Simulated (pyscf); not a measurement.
Structures and frequencies: ωB97X-D3(BJ)/def2-SVP in PySCF. MP2 and CC: frozen core, UHF for open shells. ΔMP2 is the change of the MP2 total energy from the triple- to the quadruple-zeta basis.

Q: HO–B(F)–F (SMILES OB(F)F) + H• (SMILES [H]) -> O=B–F (SMILES O=BF) + HF (SMILES F) + H• (SMILES [H])
Surface: doublet. Broken: H–O, B–F. Formed: F–H. Give ΔE‡ and ΔE from CCSD/def2-TZVPP, relative to the separated reactants.

A: ΔE‡ = 2.95 eV, ΔE = +2.67 eV. CCSD(T)/def2-TZVPP + ΔMP2(QZVPP) gives 2.80 eV and +2.59 eV. Zero-point energy shifts the barrier by -0.03 eV. It is a concerted fragmentation, with an imaginary mode of 425i cm⁻¹. On the product side the descent ends in a complex, 0.27 eV under the separated species and 0.36 eV under the saddle at ωB97X-D3(BJ)/def2-TZVP. The same reactants have a lower exit, to •O–B(F)–F + H₂ (barrier +0.92 eV at ωB97M-D3(BJ), against +2.74 eV here). This is the saddle that the search found; another between the same sides may lie lower. The CCSD(T) − MP2 part came from Ansatz, without density fitting, on the same reference.
